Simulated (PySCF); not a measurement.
# HCl₃, a complex of two parts: interaction energy, part 3 of 3

PySCF 2.14.0. Atoms count from 0, parts from 1.

## 8. Coupled-cluster interaction energy: CCSD(T) and MP2, 2.33 Å

Job settings and geometry (Å):

```
{"job": {"kind": "intercc", "basis": "aug-cc-pVDZ", "basis_mid": "aug-cc-pVTZ", "basis_large": "aug-cc-pVQZ"}, "charge": 0, "multiplicity": 1, "parts": [{"atoms": "0-1", "charge": 0, "multiplicity": 1}, {"atoms": "2-3", "charge": 0, "multiplicity": 1}]}
Cl     0.914564    -0.502313    -0.095234
Cl    -0.901357     0.136293     0.370008
Cl    -0.592744     2.213789    -2.538641
H     -0.861994     1.565705    -1.464307
```

Method: CCSD(T)/aug-cc-pVDZ and MP2/aug-cc-pVTZ, aug-cc-pVQZ counterpoise interaction energy, frozen core, gas phase.

Standard output:

```text
part 1, own basis, geometry of the cluster: E = -918.9999365382 (as before)

part 2, own basis, geometry of the cluster: E = -460.1074594972 (as before)

part 1, own basis, relaxed alone: E = -918.9999359002 (as before)

part 2, own basis, relaxed alone: E = -460.1075272965 (as before)

cluster
final grid: 5496 points
cycle   1  E = -1379.1040022087  dE = -3.401e-03  |g| = 2.293e-02  |ddm| = 3.387e-01
cycle   2  E = -1379.1042661287  dE = -2.639e-04  |g| = 8.049e-03  |ddm| = 5.738e-02
cycle   3  E = -1379.1043009504  dE = -3.482e-05  |g| = 3.444e-03  |ddm| = 1.513e-02
cycle   4  E = -1379.1043085518  dE = -7.601e-06  |g| = 8.384e-04  |ddm| = 8.782e-03
cycle   5  E = -1379.1043091370  dE = -5.852e-07  |g| = 3.378e-04  |ddm| = 2.394e-03
cycle   6  E = -1379.1043092216  dE = -8.463e-08  |g| = 9.975e-05  |ddm| = 9.525e-04
cycle   7  E = -1379.1043092331  dE = -1.144e-08  |g| = 4.649e-05  |ddm| = 3.637e-04
cycle   8  E = -1379.1043092364  dE = -3.309e-09  |g| = 1.963e-05  |ddm| = 2.331e-04
cycle   9  E = -1379.1043092371  dE = -7.176e-10  |g| = 7.387e-06  |ddm| = 1.245e-04
converged SCF energy = -1379.1043092371

part 1 in the basis of the cluster
final grid: 5496 points
cycle   1  E = -919.0000681800  dE = -1.298e-04  |g| = 2.351e-03  |ddm| = 2.042e-01
cycle   2  E = -919.0000703263  dE = -2.146e-06  |g| = 3.514e-04  |ddm| = 2.695e-02
cycle   3  E = -919.0000703882  dE = -6.185e-08  |g| = 3.445e-05  |ddm| = 4.903e-03
cycle   4  E = -919.0000703889  dE = -7.057e-10  |g| = 1.097e-05  |ddm| = 2.812e-04
converged SCF energy = -919.0000703889

part 2 in the basis of the cluster
final grid: 5496 points
cycle   1  E = -460.1074886766  dE = -2.891e-05  |g| = 9.141e-04  |ddm| = 1.084e-01
cycle   2  E = -460.1074889892  dE = -3.126e-07  |g| = 1.202e-04  |ddm| = 1.068e-02
cycle   3  E = -460.1074889970  dE = -7.796e-09  |g| = 1.151e-05  |ddm| = 1.441e-03
cycle   4  E = -460.1074889971  dE = -8.595e-11  |g| = 2.907e-06  |ddm| = 7.252e-05
converged SCF energy = -460.1074889971

Interaction energy (kcal/mol)
  counterpoise       -1.238
  uncorrected        -1.922
  dispersion part     0.000
  deformation         0.018
  binding            -1.220

Decomposition of the uncorrected value (kcal/mol)
  electrostatic      -2.436
  Pauli               6.702
  orbital            -2.327
  dispersion          0.000
  correlation        -3.860

Charge of each part in the cluster: 0.016 -0.016
part 1, own basis, geometry of the cluster: E = -919.0075904897 (as before)

part 2, own basis, geometry of the cluster: E = -460.1112309884 (as before)

part 1, own basis, relaxed alone: E = -919.0075908125 (as before)

part 2, own basis, relaxed alone: E = -460.1113072439 (as before)

cluster
final grid: 5496 points
cycle   1  E = -1379.1153261589  dE = -3.368e-03  |g| = 2.374e-02  |ddm| = 3.095e-01
cycle   2  E = -1379.1155979770  dE = -2.718e-04  |g| = 8.553e-03  |ddm| = 5.210e-02
cycle   3  E = -1379.1156336799  dE = -3.570e-05  |g| = 3.562e-03  |ddm| = 1.735e-02
cycle   4  E = -1379.1156419628  dE = -8.283e-06  |g| = 8.763e-04  |ddm| = 1.040e-02
cycle   5  E = -1379.1156425766  dE = -6.138e-07  |g| = 3.569e-04  |ddm| = 2.818e-03
cycle   6  E = -1379.1156426706  dE = -9.403e-08  |g| = 1.065e-04  |ddm| = 1.273e-03
cycle   7  E = -1379.1156426825  dE = -1.190e-08  |g| = 4.937e-05  |ddm| = 3.890e-04
cycle   8  E = -1379.1156426861  dE = -3.608e-09  |g| = 2.047e-05  |ddm| = 2.647e-04
cycle   9  E = -1379.1156426869  dE = -7.517e-10  |g| = 8.107e-06  |ddm| = 1.330e-04
converged SCF energy = -1379.1156426869

part 1 in the basis of the cluster
final grid: 5496 points
cycle   1  E = -919.0076212304  dE = -2.804e-05  |g| = 9.863e-04  |ddm| = 1.478e-01
cycle   2  E = -919.0076216386  dE = -4.082e-07  |g| = 1.377e-04  |ddm| = 1.925e-02
cycle   3  E = -919.0076216490  dE = -1.038e-08  |g| = 1.187e-05  |ddm| = 3.361e-03
cycle   4  E = -919.0076216490  dE = -8.663e-11  |g| = 2.840e-06  |ddm| = 1.928e-04
converged SCF energy = -919.0076216490

part 2 in the basis of the cluster
final grid: 5496 points
cycle   1  E = -460.1112407189  dE = -9.046e-06  |g| = 5.346e-04  |ddm| = 1.096e-01
cycle   2  E = -460.1112408575  dE = -1.386e-07  |g| = 7.687e-05  |ddm| = 1.212e-02
cycle   3  E = -460.1112408611  dE = -3.592e-09  |g| = 5.141e-06  |ddm| = 1.851e-03
cycle   4  E = -460.1112408611  dE = -1.899e-11  |g| = 8.919e-07  |ddm| = 5.286e-05
converged SCF energy = -460.1112408611

Interaction energy (kcal/mol)
  counterpoise       -1.445
  uncorrected        -1.821
  dispersion part     0.000
  deformation         0.023
  binding            -1.422

Decomposition of the uncorrected value (kcal/mol)
  electrostatic      -2.410
  Pauli               6.718
  orbital            -2.312
  dispersion          0.000
  correlation        -3.818

Charge of each part in the cluster: 0.015 -0.015
part 1 in the basis of the cluster: E(HF) = -918.966606981  E2 = -0.293626654  E(CCSD corr) = -0.318919458  (T) = -0.009381558
part 2 in the basis of the cluster: E(HF) = -460.092694405  E2 = -0.159604594  E(CCSD corr) = -0.176092171  (T) = -0.004011255
cluster: E(HF) = -1379.055987337  E2 = -0.457346298  E(CCSD corr) = -0.497832321  (T) = -0.013920635

Counterpoise interaction energy (kcal/mol)
  hf_small                   2.080
  mp2_small                 -0.503
  ccsd_small                 0.310
  ccsdt_small               -0.022
  hf_large                   2.021
  mp2_large                 -1.445
  hf_middle                  2.039
  mp2_middle                -1.238
  scs_mp2_large             -0.603
  mp2_limit                 -1.582
  ccsdt_less_mp2             0.481
  ccsdt_limit_estimate      -1.101
  bsse_mp2_large             0.376
```

Wall time 73 s (1 thread of Arm Neoverse N1, shared host); peak memory 0.81 GiB.

Contacts at this geometry (a selection, picked against the atoms' radii; other short pairs can be missing):

```tsv
atoms	distance (Å)	kind (by distance and angle)	angle (°)
H3···Cl1	2.33	hydrogen bond	167
```

```tsv
method	interaction energy (kcal/mol)	from CCSD(T), limit estimate (kcal/mol)
HF/aug-cc-pVDZ	2.08	+3.18
MP2/aug-cc-pVDZ	-0.50	+0.60
CCSD/aug-cc-pVDZ	0.31	+1.41
CCSD(T)/aug-cc-pVDZ	-0.02	+1.08
HF/aug-cc-pVQZ	2.02	+3.12
MP2/aug-cc-pVQZ	-1.44	-0.34
SCS-MP2/aug-cc-pVQZ	-0.60	+0.50
MP2, extrapolated	-1.58	-0.48
CCSD(T), limit estimate	-1.10	0
```

## 9. Coupled-cluster interaction energy: CCSD(T) and MP2, 3.88 Å

Same as in step 8 but for these lines:

```diff
@@ -3,3 +3,3 @@
 Cl    -0.901357     0.136293     0.370008
-Cl    -0.592744     2.213789    -2.538641
-H     -0.861994     1.565705    -1.464307
+Cl    -0.566502     3.166731    -3.761518
+H     -0.835752     2.518647    -2.687184
```

With the program's defaults for keys left out, this is: CCSD(T)/aug-cc-pVDZ and MP2/aug-cc-pVTZ, aug-cc-pVQZ counterpoise interaction energy, frozen core, gas phase.

Standard output:

```text
part 1, own basis, geometry of the cluster: E = -918.9999365382 (as before)

part 2, own basis, geometry of the cluster: E = -460.1074594972 (as before)

part 1, own basis, relaxed alone: E = -918.9999359002 (as before)

part 2, own basis, relaxed alone: E = -460.1075272965 (as before)

cluster
final grid: 5496 points
cycle   1  E = -1379.1076746801  dE = -1.006e-04  |g| = 4.195e-03  |ddm| = 9.370e-02
cycle   2  E = -1379.1076810044  dE = -6.324e-06  |g| = 1.475e-03  |ddm| = 1.207e-02
cycle   3  E = -1379.1076818118  dE = -8.074e-07  |g| = 4.821e-04  |ddm| = 2.383e-03
cycle   4  E = -1379.1076819755  dE = -1.637e-07  |g| = 1.347e-04  |ddm| = 1.634e-03
cycle   5  E = -1379.1076819881  dE = -1.260e-08  |g| = 4.704e-05  |ddm| = 3.942e-04
cycle   6  E = -1379.1076819898  dE = -1.676e-09  |g| = 1.239e-05  |ddm| = 1.479e-04
cycle   7  E = -1379.1076819899  dE = -1.603e-10  |g| = 4.323e-06  |ddm| = 4.326e-05
converged SCF energy = -1379.1076819899

part 1 in the basis of the cluster
final grid: 5496 points
cycle   1  E = -918.9999694311  dE = -3.320e-05  |g| = 9.936e-04  |ddm| = 7.765e-02
cycle   2  E = -918.9999699176  dE = -4.865e-07  |g| = 1.398e-04  |ddm| = 7.764e-03
cycle   3  E = -918.9999699300  dE = -1.242e-08  |g| = 1.265e-05  |ddm| = 1.218e-03
cycle   4  E = -918.9999699301  dE = -1.014e-10  |g| = 4.254e-06  |ddm| = 7.655e-05
converged SCF energy = -918.9999699301

part 2 in the basis of the cluster
final grid: 5496 points
cycle   1  E = -460.1074652806  dE = -5.812e-06  |g| = 3.780e-04  |ddm| = 4.547e-02
cycle   2  E = -460.1074653431  dE = -6.252e-08  |g| = 4.707e-05  |ddm| = 4.204e-03
cycle   3  E = -460.1074653444  dE = -1.273e-09  |g| = 3.822e-06  |ddm| = 5.094e-04
cycle   4  E = -460.1074653444  dE = -1.597e-11  |g| = 7.738e-07  |ddm| = 1.948e-05
converged SCF energy = -460.1074653444

Interaction energy (kcal/mol)
  counterpoise       -0.462
  uncorrected        -0.556
  dispersion part     0.000
  deformation         0.018
  binding            -0.445

Decomposition of the uncorrected value (kcal/mol)
  electrostatic      -0.136
  Pauli               0.024
  orbital            -0.068
  dispersion          0.000
  correlation        -0.376

Charge of each part in the cluster: 0.000 -0.000
part 1, own basis, geometry of the cluster: E = -919.0075904897 (as before)

part 2, own basis, geometry of the cluster: E = -460.1112309884 (as before)

part 1, own basis, relaxed alone: E = -919.0075908125 (as before)

part 2, own basis, relaxed alone: E = -460.1113072439 (as before)

cluster
final grid: 5496 points
cycle   1  E = -1379.1190696523  dE = -7.504e-05  |g| = 4.379e-03  |ddm| = 9.923e-02
cycle   2  E = -1379.1190757048  dE = -6.053e-06  |g| = 1.622e-03  |ddm| = 1.328e-02
cycle   3  E = -1379.1190765338  dE = -8.290e-07  |g| = 4.861e-04  |ddm| = 3.130e-03
cycle   4  E = -1379.1190767088  dE = -1.750e-07  |g| = 1.408e-04  |ddm| = 1.852e-03
cycle   5  E = -1379.1190767213  dE = -1.254e-08  |g| = 4.751e-05  |ddm| = 4.151e-04
cycle   6  E = -1379.1190767230  dE = -1.698e-09  |g| = 1.315e-05  |ddm| = 1.841e-04
cycle   7  E = -1379.1190767232  dE = -1.608e-10  |g| = 4.572e-06  |ddm| = 4.625e-05
converged SCF energy = -1379.1190767232

part 1 in the basis of the cluster
final grid: 5496 points
cycle   1  E = -919.0076000717  dE = -9.820e-06  |g| = 5.666e-04  |ddm| = 6.473e-02
cycle   2  E = -919.0076002246  dE = -1.528e-07  |g| = 8.086e-05  |ddm| = 5.693e-03
cycle   3  E = -919.0076002284  dE = -3.801e-09  |g| = 6.175e-06  |ddm| = 7.959e-04
cycle   4  E = -919.0076002284  dE = -2.376e-11  |g| = 9.632e-07  |ddm| = 5.152e-05
converged SCF energy = -919.0076002284

part 2 in the basis of the cluster
final grid: 5496 points
cycle   1  E = -460.1112342653  dE = -3.311e-06  |g| = 3.124e-04  |ddm| = 5.139e-02
cycle   2  E = -460.1112343207  dE = -5.545e-08  |g| = 4.567e-05  |ddm| = 5.814e-03
cycle   3  E = -460.1112343221  dE = -1.401e-09  |g| = 2.767e-06  |ddm| = 8.587e-04
cycle   4  E = -460.1112343221  dE = -4.718e-12  |g| = 3.814e-07  |ddm| = 1.806e-05
converged SCF energy = -460.1112343221

Interaction energy (kcal/mol)
  counterpoise       -0.469
  uncorrected        -0.519
  dispersion part     0.000
  deformation         0.023
  binding            -0.446

Decomposition of the uncorrected value (kcal/mol)
  electrostatic      -0.134
  Pauli               0.025
  orbital            -0.052
  dispersion          0.000
  correlation        -0.359

Charge of each part in the cluster: 0.000 -0.000
part 1 in the basis of the cluster: E(HF) = -918.965976193  E2 = -0.292758753  E(CCSD corr) = -0.317999008  (T) = -0.009283418
part 2 in the basis of the cluster: E(HF) = -460.092617380  E2 = -0.159283933  E(CCSD corr) = -0.175765182  (T) = -0.003973962
cluster: E(HF) = -1379.058905601  E2 = -0.452472169  E(CCSD corr) = -0.494066333  (T) = -0.013309829

Counterpoise interaction energy (kcal/mol)
  hf_small                  -0.196
  mp2_small                 -0.465
  ccsd_small                -0.385
  ccsdt_small               -0.418
  hf_large                  -0.152
  mp2_large                 -0.469
  hf_middle                 -0.155
  mp2_middle                -0.462
  scs_mp2_large             -0.391
  mp2_limit                 -0.475
  ccsdt_less_mp2             0.047
  ccsdt_limit_estimate      -0.428
  bsse_mp2_large             0.050
```

Wall time 71 s (1 thread of Arm Neoverse N1, shared host); peak memory 0.81 GiB.

Contacts at this geometry (a selection, picked against the atoms' radii; other short pairs can be missing):

```tsv
atoms	distance (Å)	kind (by distance and angle)	angle (°)
Cl1···H3	3.88	beyond van der Waals contact	–
```

```tsv
method	interaction energy (kcal/mol)	from CCSD(T), limit estimate (kcal/mol)
HF/aug-cc-pVDZ	-0.20	+0.23
MP2/aug-cc-pVDZ	-0.47	-0.04
CCSD/aug-cc-pVDZ	-0.39	+0.04
CCSD(T)/aug-cc-pVDZ	-0.42	+0.01
HF/aug-cc-pVQZ	-0.15	+0.28
MP2/aug-cc-pVQZ	-0.47	-0.04
SCS-MP2/aug-cc-pVQZ	-0.39	+0.04
MP2, extrapolated	-0.48	-0.05
CCSD(T), limit estimate	-0.43	0
```

## 10. Coupled-cluster interaction energy: CCSD(T) and MP2, 5.17 Å

Same as in step 9 but for these lines:

```diff
@@ -3,3 +3,3 @@
 Cl    -0.901357     0.136293     0.370008
-Cl    -0.566502     3.166731    -3.761518
-H     -0.835752     2.518647    -2.687184
+Cl    -0.544633     3.960849    -4.780582
+H     -0.813883     3.312765    -3.706248
```

Level: CCSD(T)/aug-cc-pVDZ and MP2/aug-cc-pVTZ, aug-cc-pVQZ counterpoise interaction energy, frozen core, gas phase.

Standard output:

```text
part 1, own basis, geometry of the cluster: E = -918.9999365382 (as before)

part 2, own basis, geometry of the cluster: E = -460.1074594972 (as before)

part 1, own basis, relaxed alone: E = -918.9999359002 (as before)

part 2, own basis, relaxed alone: E = -460.1075272965 (as before)

cluster
final grid: 5496 points
cycle   1  E = -1379.1075111768  dE = -2.696e-05  |g| = 1.926e-03  |ddm| = 3.927e-02
cycle   2  E = -1379.1075124814  dE = -1.305e-06  |g| = 6.471e-04  |ddm| = 6.481e-03
cycle   3  E = -1379.1075126239  dE = -1.424e-07  |g| = 1.894e-04  |ddm| = 1.292e-03
cycle   4  E = -1379.1075126469  dE = -2.308e-08  |g| = 5.433e-05  |ddm| = 7.987e-04
cycle   5  E = -1379.1075126489  dE = -1.991e-09  |g| = 2.017e-05  |ddm| = 1.632e-04
cycle   6  E = -1379.1075126492  dE = -3.015e-10  |g| = 4.819e-06  |ddm| = 6.797e-05
converged SCF energy = -1379.1075126492

part 1 in the basis of the cluster
final grid: 5496 points
cycle   1  E = -918.9999502088  dE = -1.365e-05  |g| = 6.426e-04  |ddm| = 3.502e-02
cycle   2  E = -918.9999504553  dE = -2.465e-07  |g| = 9.806e-05  |ddm| = 3.977e-03
cycle   3  E = -918.9999504622  dE = -6.905e-09  |g| = 6.909e-06  |ddm| = 8.011e-04
cycle   4  E = -918.9999504622  dE = -3.490e-11  |g| = 2.063e-06  |ddm| = 5.495e-05
converged SCF energy = -918.9999504622

part 2 in the basis of the cluster
final grid: 5496 points
cycle   1  E = -460.1074611685  dE = -1.669e-06  |g| = 1.535e-04  |ddm| = 1.618e-02
cycle   2  E = -460.1074611787  dE = -1.022e-08  |g| = 1.447e-05  |ddm| = 1.327e-03
cycle   3  E = -460.1074611789  dE = -1.128e-10  |g| = 9.618e-07  |ddm| = 1.403e-04
converged SCF energy = -460.1074611789

Interaction energy (kcal/mol)
  counterpoise       -0.133
  uncorrected        -0.159
  dispersion part     0.000
  deformation         0.018
  binding            -0.115

Decomposition of the uncorrected value (kcal/mol)
  electrostatic      -0.055
  Pauli               0.000
  orbital            -0.018
  dispersion          0.000
  correlation        -0.086

Charge of each part in the cluster: 0.000 -0.000
part 1, own basis, geometry of the cluster: E = -919.0075904897 (as before)

part 2, own basis, geometry of the cluster: E = -460.1112309884 (as before)

part 1, own basis, relaxed alone: E = -919.0075908125 (as before)

part 2, own basis, relaxed alone: E = -460.1113072439 (as before)

cluster
final grid: 5496 points
cycle   1  E = -1379.1189230129  dE = -1.502e-05  |g| = 1.954e-03  |ddm| = 5.851e-02
cycle   2  E = -1379.1189240996  dE = -1.087e-06  |g| = 7.146e-04  |ddm| = 5.736e-03
cycle   3  E = -1379.1189242407  dE = -1.412e-07  |g| = 1.840e-04  |ddm| = 1.301e-03
cycle   4  E = -1379.1189242646  dE = -2.383e-08  |g| = 5.644e-05  |ddm| = 7.205e-04
cycle   5  E = -1379.1189242665  dE = -1.905e-09  |g| = 1.891e-05  |ddm| = 1.727e-04
cycle   6  E = -1379.1189242667  dE = -2.706e-10  |g| = 4.951e-06  |ddm| = 7.303e-05
converged SCF energy = -1379.1189242667

part 1 in the basis of the cluster
final grid: 5496 points
cycle   1  E = -919.0075935258  dE = -3.049e-06  |g| = 2.899e-04  |ddm| = 5.810e-02
cycle   2  E = -919.0075935788  dE = -5.303e-08  |g| = 4.255e-05  |ddm| = 5.037e-03
cycle   3  E = -919.0075935801  dE = -1.341e-09  |g| = 2.336e-06  |ddm| = 5.995e-04
cycle   4  E = -919.0075935801  dE = -5.457e-12  |g| = 3.421e-07  |ddm| = 3.930e-05
converged SCF energy = -919.0075935801

part 2 in the basis of the cluster
final grid: 5496 points
cycle   1  E = -460.1112320696  dE = -1.087e-06  |g| = 1.551e-04  |ddm| = 2.270e-02
cycle   2  E = -460.1112320851  dE = -1.545e-08  |g| = 2.078e-05  |ddm| = 2.004e-03
cycle   3  E = -460.1112320854  dE = -3.135e-10  |g| = 1.133e-06  |ddm| = 2.677e-04
converged SCF energy = -460.1112320854

Interaction energy (kcal/mol)
  counterpoise       -0.133
  uncorrected        -0.146
  dispersion part     0.000
  deformation         0.023
  binding            -0.110

Decomposition of the uncorrected value (kcal/mol)
  electrostatic      -0.054
  Pauli               0.000
  orbital            -0.010
  dispersion          0.000
  correlation        -0.081

Charge of each part in the cluster: 0.000 -0.000
part 1 in the basis of the cluster: E(HF) = -918.965890013  E2 = -0.292685849  E(CCSD corr) = -0.317924067  (T) = -0.009273844
part 2 in the basis of the cluster: E(HF) = -460.092603458  E2 = -0.159235128  E(CCSD corr) = -0.175714675  (T) = -0.003968078
cluster: E(HF) = -1379.058615865  E2 = -0.452016836  E(CCSD corr) = -0.493700235  (T) = -0.013252778

Counterpoise interaction energy (kcal/mol)
  hf_small                  -0.077
  mp2_small                 -0.137
  ccsd_small                -0.115
  ccsdt_small               -0.122
  hf_large                  -0.062
  mp2_large                 -0.133
  hf_middle                 -0.063
  mp2_middle                -0.133
  scs_mp2_large             -0.115
  mp2_limit                 -0.135
  ccsdt_less_mp2             0.015
  ccsdt_limit_estimate      -0.120
  bsse_mp2_large             0.013
```

It took 70 s on 1 thread of Arm Neoverse N1, shared host; peak memory 0.81 GiB.

Contacts at this geometry (a selection, picked against the atoms' radii; other short pairs can be missing):

```tsv
atoms	distance (Å)	kind (by distance and angle)	angle (°)
Cl1···H3	5.17	beyond van der Waals contact	–
```

```tsv
method	interaction energy (kcal/mol)	from CCSD(T), limit estimate (kcal/mol)
HF/aug-cc-pVDZ	-0.077	+0.043
MP2/aug-cc-pVDZ	-0.137	-0.017
CCSD/aug-cc-pVDZ	-0.115	+0.005
CCSD(T)/aug-cc-pVDZ	-0.122	-0.002
HF/aug-cc-pVQZ	-0.062	+0.058
MP2/aug-cc-pVQZ	-0.133	-0.013
SCS-MP2/aug-cc-pVQZ	-0.115	+0.005
MP2, extrapolated	-0.135	-0.015
CCSD(T), limit estimate	-0.120	0
```

## 11. The curve

Counterpoise interaction energies (kcal/mol):

```tsv
Cl1···H3 (Å)	HF	MP2 limit	CCSD(T) estimate	time
2.33	2.02	-1.58	-1.10	73 s
2.46	1.11	-1.78	-1.41	74 s
2.58	0.54	-1.78	-1.50	79 s
2.71	0.20	-1.67	-1.45	72 s
2.84	0.00	-1.51	-1.33	72 s
3.23	-0.19	-1.01	-0.91	71 s
3.88	-0.15	-0.48	-0.43	71 s
5.17	-0.06	-0.13	-0.12	70 s
```

## 12. Summary of results

The summary covers parts 1 to 3.

| quantity | value |
| --- | --- |
| point group | Cs |
| rotational constants (main isotopes) | 7.65, 1.41, 1.19 GHz |
| CCSD(T) estimate at 2.33 Å | -1.10 kcal/mol |
| CCSD(T) estimate at 2.46 Å | -1.41 kcal/mol |
| CCSD(T) estimate at 2.58 Å | -1.50 kcal/mol |
| CCSD(T) estimate at 2.71 Å | -1.45 kcal/mol |
| CCSD(T) estimate at 2.84 Å | -1.33 kcal/mol |
| CCSD(T) estimate at 3.23 Å | -0.91 kcal/mol |
| CCSD(T) estimate at 3.88 Å | -0.43 kcal/mol |
| CCSD(T) estimate at 5.17 Å | -0.12 kcal/mol |

In words: Relaxing lowered the energy by 0.052 eV in 7 steps; the close pair that moved most is Cl0–Cl1, from 2.041 to 1.980 Å. No frequency check was run at this level, so the end point may be a saddle. Along the rigid scan the CCSD(T) estimate is lowest at 2.58 Å (-1.50 kcal/mol), where MP2 at the limit misses it by -0.28 and Hartree-Fock by +2.04.
